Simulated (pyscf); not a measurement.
HC≡CH + HF -> :C=CH₂ [singlet] + HF (concerted two-bond exchange; singlet surface; C–H, F–H broken, C–H, F–H formed). Structures and frequencies: ωB97X-D3(BJ)/def2-SVP in PySCF. Correlated levels are frozen-core, on RHF or UHF. ΔMP2 is the change of the MP2 total energy from the triple- to the quadruple-zeta basis. Energies in kJ/mol from the separated reactants.

```
level                                barrier  reaction energy
--------------------------------  ----------  ---------------
ωB97X-D3(BJ)/def2-TZVP                 255.0           +174.3
r²SCAN/def2-TZVP                       226.2           +187.0
PBE0-D3(BJ)/def2-TZVP             (withheld)           +184.3
ωB97M-D3(BJ)/def2-TZVP                 250.3           +173.3
CCSD/def2-TZVPP                        287.8           +179.4
CCSD(T)/def2-TZVPP                     270.4           +185.2
CCSD(T)/def2-TZVPP + ΔMP2(QZVPP)  (withheld)       (withheld)
```

Q: Fill in the missing entries.

A: 
- PBE0-D3(BJ)/def2-TZVP, barrier: 235.7
- CCSD(T)/def2-TZVPP + ΔMP2(QZVPP), barrier: 271.0
- CCSD(T)/def2-TZVPP + ΔMP2(QZVPP), reaction energy: +187.5

Of the functionals in the table, ωB97X-D3(BJ) is closest to CCSD(T)/def2-TZVPP + ΔMP2(QZVPP) in the barrier (16.1 kJ/mol apart) and r²SCAN least close (44.9 kJ/mol); that level has limits of its own. On the reactant side the descent ends in a complex, 22.2 kJ/mol under the separated species and 277.2 kJ/mol under the saddle at ωB97X-D3(BJ)/def2-TZVP. On the product side the descent ends in a complex, 24.1 kJ/mol under the separated species and 104.9 kJ/mol under the saddle at ωB97X-D3(BJ)/def2-TZVP. The same reactants have a lower exit, to H₂C=CH–F (barrier +189.8 kJ/mol at ωB97M-D3(BJ), against +250.3 kJ/mol here). This is the saddle that the search found; another between the same sides may lie lower. The CCSD(T) − MP2 part came from Ansatz, without density fitting, on the same reference.
